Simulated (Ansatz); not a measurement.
A relaxation, step by step

SiH$_{3}$F, closed shell, PBE0-D4/def2-TZVP (Ansatz 0.2.0). Settings:

```yaml
hamiltonian: {xc: pbe0, dispersion: d4}
relax: {f_tol: 0.005, max_steps: 200}
```

Start, a step off a saddle point along its unstable mode:

| atom | x (Å) | y (Å) | z (Å) |
| --- | --- | --- | --- |
| Si1 | -0.6645 | -0.0388 | 0.5529 |
| H2 | 0.2546 | -1.0635 | -0.9580 |
| F3 | 0.7400 | -0.5948 | -1.0559 |
| H4 | 0.5004 | 0.3205 | 1.4948 |
| H5 | -0.8306 | 1.3766 | -0.0335 |

```csv
step,energy less the last (meV),largest force component (eV/Å)
1,3648.4,26.847
2,103.4,1.396
3,59.0,1.008
4,37.0,0.459
5,9.8,0.234
6,4.6,0.398
7,0.1,0.070
8,0.1,0.017
9,0.0,0.001
```

Step 3, positions (Å) and forces (eV/Å):

| atom | x | y | z | Fx | Fy | Fz |
| --- | --- | --- | --- | --- | --- | --- |
| Si1 | -0.641 | 0.017 | 0.570 | -0.112 | -0.031 | 0.076 |
| H2 | 0.224 | -1.303 | -1.097 | 0.842 | 1.008 | -0.036 |
| F3 | 0.817 | -0.543 | -1.087 | -0.837 | -0.971 | 0.058 |
| H4 | 0.450 | 0.399 | 1.553 | 0.034 | 0.012 | -0.072 |
| H5 | -0.850 | 1.431 | 0.061 | 0.074 | -0.019 | -0.026 |

Step 5, positions (Å) and forces (eV/Å):

```tsv
atom	x	y	z	Fx	Fy	Fz
Si1	-0.696	0.027	0.625	0.006	0.056	0.034
H2	0.291	-1.333	-1.175	0.188	0.234	-0.002
F3	0.757	-0.535	-1.029	-0.205	-0.226	0.022
H4	0.466	0.410	1.527	-0.002	-0.027	-0.035
H5	-0.819	1.430	0.053	0.012	-0.037	-0.020
```

Step 8, positions (Å) and forces (eV/Å):

```
atom       x       y       z      Fx      Fy      Fz
 Si1  -0.728   0.041   0.663  -0.007  -0.016  -0.009
  H2   0.346  -1.342  -1.230  -0.002  -0.017  -0.010
  F3   0.705  -0.525  -0.977  -0.003   0.014   0.012
  H4   0.480   0.403   1.508   0.012   0.007   0.009
  H5  -0.803   1.422   0.036   0.000   0.013  -0.003
```

Last step (9):

```json
{"atom": "Si1", "x (Å)": "-0.7291", "y (Å)": "0.0411", "z (Å)": "0.6638"}
{"atom": "H2", "x (Å)": "0.3498", "y (Å)": "-1.3435", "z (Å)": "-1.2338"}
{"atom": "F3", "x (Å)": "0.7015", "y (Å)": "-0.5249", "z (Å)": "-0.9742"}
{"atom": "H4", "x (Å)": "0.4808", "y (Å)": "0.4042", "z (Å)": "1.5088"}
{"atom": "H5", "x (Å)": "-0.8029", "y (Å)": "1.4231", "z (Å)": "0.0356"}
```

The run took about 6 s on 2 CPU threads of an Intel Xeon Platinum 8488C (shared host).
